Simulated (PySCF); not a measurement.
hydrogen sulfide cation (H₂S), SMILES S (connectivity only; charge and spin as stated), charge +1, multiplicity 2.

Coordinates come from a PBE0-D3(BJ)/def2-TZVPD optimisation. The multiplicity is an assumed one; other spin states were not compared.

Level of theory: PySCF with TDA-ωB97X/def2-TZVPD.

Vertical excitations. Isolated molecule, no solvent.

Computed lowest excited states:
```
state    energy (eV)  λ (nm)      f                                                                          main pairs
-------  -----------  ------  -----  ----------------------------------------------------------------------------------
root 1          2.98     416  0.003                                                                    β HOMO→LUMO 99 %
root 2          5.06     245  0.000                                                                  β HOMO−1→LUMO 99 %
root 3          8.06     154  0.000                                                                    α HOMO→LUMO 98 %
root 4          8.56     145  0.001                                              α HOMO−1→LUMO 40 %, β HOMO→LUMO+1 56 %
root 5          9.40     132  0.000                                                                  α HOMO→LUMO+1 89 %
root 6         10.15     122  0.000  α HOMO−1→LUMO+1 27 %, α HOMO−2→LUMO 20 %, β HOMO−1→LUMO+1 25 %, β HOMO→LUMO+2 20 %
root 7         10.84     114  0.090                           α HOMO−1→LUMO 50 %, α HOMO→LUMO+7 9 %, β HOMO→LUMO+1 32 %
root 8         10.97     113  0.000  α HOMO−2→LUMO 25 %, α HOMO−1→LUMO+1 22 %, β HOMO−1→LUMO+1 27 %, β HOMO→LUMO+2 22 %
root 9         11.36     109  0.074                         α HOMO−1→LUMO+1 38 %, α HOMO−2→LUMO 7 %, β HOMO→LUMO+2 45 %
root 10        12.16     102  0.000                                          α HOMO−2→LUMO+1 53 %, β HOMO−1→LUMO+2 34 %
```
Unrestricted roots are not spin-pure.
